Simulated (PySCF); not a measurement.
Structure problem from calculated spectra and properties.

Elements present: C, H and N. Monoisotopic mass: 97.0760 u (electron mass counted); charge +1.

- UV, first state: lowest singlet excitation: 6.28 eV (197 nm, f = 0.105) [TDDFT B3LYP/def2-SVPD]
- Rotational structure: rotational constants A, B, C: 6.857, 2.061, 1.618 GHz [PBE0-D3(BJ)/def2-SVP]
- Polarisability: 67.1 au [B3LYP/def2-SVPD]
- Triplet: lowest triplet excitation (Tamm–Dancoff): 4.65 eV [TDA B3LYP/def2-SVPD]
- 13C NMR: chemical shifts (computed TMS as zero) by class: 139.5 (1 C), 132.5 (2 C), 37.8 (2 C) ppm [GIAO B3LYP/pcSseg-1]
- 1H NMR: chemical shifts (computed TMS as zero) by class: 7.56 (1 H), 7.47 (2 H), 4.02 (6 H) ppm [GIAO B3LYP/pcSseg-1]
- Couplings: largest of the computed one-bond spin–spin couplings (means over like bonds): 13C–1H +232.2, 13C–1H +217.2 (×2), 13C–1H +152.5 (×6), 13C–13C +78.6, 15N–13C -20.5 (×2), 15N–13C -12.2 (×2), 15N–13C -10.8 (×2) Hz [B3LYP/pcJ-1, spin–dipole term left out for some pairs]

Electronic properties: PySCF, gas phase, density fitting. Levels stand in brackets. Geometry: PBE0-D3(BJ)/def2-SVP; no solvent, vibrations or thermal averaging. NMR classes are plain means over equivalent atoms (diastereotopic ones count apart unless rotation or inversion swaps them), as if these changed places fast.

Q: Which formula fits the mass and the elements?

A: C5H9N2 (calculated 97.0760). No other formula that holds each of these elements comes within 0.0003 u with a fitting electron parity and a possible valence count.

Q: Propose a structure and show how it fits.

A: Numbering: `[CH3:1][n:2]1[cH:3][cH:4][n+:5]([CH3:6])[cH:7]1`. 5 carbons fall into 3 classes; from least to most shielded: aromatic CH next to a ring nitrogen [C7] (139.5 ppm), aromatic CH next to a ring nitrogen [C3/C4] (132.5 ppm, 2 C), N-methyl carbon [C1/C6] (37.8 ppm, 2 C). Hydrogen classes from least to most shielded: 1 H on an aromatic CH next to a ring nitrogen, C7 (7.56 ppm), 2 H on 2 like atoms (aromatic CH next to a ring nitrogen), C3/C4 (7.47 ppm), 6 H on 2 N-methyl carbons, C1/C6 (4.02 ppm). The couplings run between: +232.2 Hz, aromatic CH next to a ring nitrogen [C7] and its hydrogen; +217.2 Hz, aromatic CH next to a ring nitrogen [C3] and its hydrogen (with 1 like pair); +152.5 Hz, N-methyl carbon [C1] and its hydrogen (with 5 like pairs); +78.6 Hz, aromatic CH next to a ring nitrogen [C3] and aromatic CH next to a ring nitrogen [C4]; -20.5 Hz, nitrogen bonded to 3 C [N2] and aromatic CH next to a ring nitrogen [C7] (with 1 like pair); -12.2 Hz, nitrogen bonded to 3 C [N2] and aromatic CH next to a ring nitrogen [C3] (with 1 like pair); -10.8 Hz, nitrogen bonded to 3 C [N2] and N-methyl carbon [C1] (with 1 like pair). S1 is mainly HOMO→LUMO (weight 0.92); the largest Löwdin shares of the orbital it empties are 0.28 on each of 2 atoms of one kind (aromatic CH next to a ring nitrogen) and 0.20 on an aromatic CH next to a ring nitrogen, of the orbital it fills 0.34 on an aromatic CH next to a ring nitrogen, 0.20 on each of 2 atoms of one kind (nitrogen bonded to 3 C) and 0.08 on an aromatic hydrogen. The optimised geometry has point group C2v and is an asymmetric top. Structure: `Cn1cc[n+](C)c1`. Computed isomers that give other values at the same levels: `Cn1ccc[n+]1C` (rotational constant A: 4.062 GHz; this holds for the one conformer computed); `N/C=C/C=C/C=[NH2+]` (rotational constant A: 23.612 GHz; this holds for the one conformer computed). The assignments are read from this structure; whether some other isomer fits the data as well wasn't checked.
